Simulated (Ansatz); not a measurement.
Born–Oppenheimer molecular dynamics of AlH7Si (9 atoms, charge 0, multiplicity 1). It starts at the highest image of a converged band, a first-order saddle point between two minima.

Computed with Ansatz, RKS PBE0-D4/6-31G*.

* ensemble: NVE (velocity Verlet)
* time step: 0.5 fs
* steps asked: 200
* starting velocities drawn for: 300 K
* seed: 2366

First frame:

```xyz
9
Properties=species:S:1:pos:R:3
Al -0.105 -0.137 0.000
H 0.286 0.367 1.590
H 1.191 0.030 -0.887
H -1.664 0.038 -0.187
Si 0.131 -2.568 0.967
H -0.228 -3.278 -0.298
H 1.501 -2.998 1.365
H -0.836 -2.990 2.019
H 0.266 -0.758 1.523
```

Problem. How far do the bonds stretch over the last three quarters of this one trajectory? (Pairs bonded in most of those frames.)

Solution. 
```json
{"bond": "Al1–H2", "mean (Å)": "1.604", "spread (Å)": "0.019", "shortest": "1.57", "longest": "1.64"}
{"bond": "Al1–H3", "mean (Å)": "1.619", "spread (Å)": "0.077", "shortest": "1.49", "longest": "1.73"}
{"bond": "Al1–H4", "mean (Å)": "1.603", "spread (Å)": "0.025", "shortest": "1.56", "longest": "1.65"}
{"bond": "Si5–H6", "mean (Å)": "1.486", "spread (Å)": "0.019", "shortest": "1.45", "longest": "1.52"}
{"bond": "Si5–H7", "mean (Å)": "1.490", "spread (Å)": "0.007", "shortest": "1.47", "longest": "1.50"}
{"bond": "Si5–H8", "mean (Å)": "1.491", "spread (Å)": "0.019", "shortest": "1.46", "longest": "1.52"}
{"bond": "Si5–H9", "mean (Å)": "1.517", "spread (Å)": "0.081", "shortest": "1.38", "longest": "1.65"}
```

Mean temperature of the second half: 907 K. The conserved energy stayed within 0.27 meV per atom of its start (net change 0.11 meV per atom), so the integration is sound. The kinetic energy rose, since the run started high on the potential surface and went downhill. It ends in pieces (AlH3 + H4Si), so much of that is their flight and rotation, not heat. A run of 0.1 ps of so small a system gives no equilibrium averages. The orbitals stay closed-shell, which can raise the energy where a bond breaks towards radicals; this wasn't checked here.

Run time: 6.3 min on 1 thread of Arm Neoverse V1 (shared host), peak memory 0.098 GiB.
